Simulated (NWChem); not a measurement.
## Correlation energy of HLi

```
Li
H 1 1.5976
```
Charge 0, spin multiplicity 1.

Program: NWChem. All single points use one geometry, from PBE0/def2-SVP, a minimum by its harmonic frequencies.

Basis set: 6-311G**. Each correlation energy counts from its own Hartree-Fock reference.

The correlated methods freeze no orbitals. The Pople sets run with spherical d functions. The structure started from a generated list of species. Coupled-cluster values serve here as a point of comparison, not as the truth.

```tsv
method	correlation energy (mHa)
CR-CCSD[T]	-46.2
CCSD+T(CCSD)	-46.2
CCSD(T)	-46.2
SCS-MP2	(withheld)
CCSDT	-46.2
CCSD	-46.1
CR-CCSD(T)	-46.2
MP2	(withheld)
```

What belongs in the gaps?


- SCS-MP2, correlation energy (mHa): -42.9
- MP2, correlation energy (mHa): -36.0
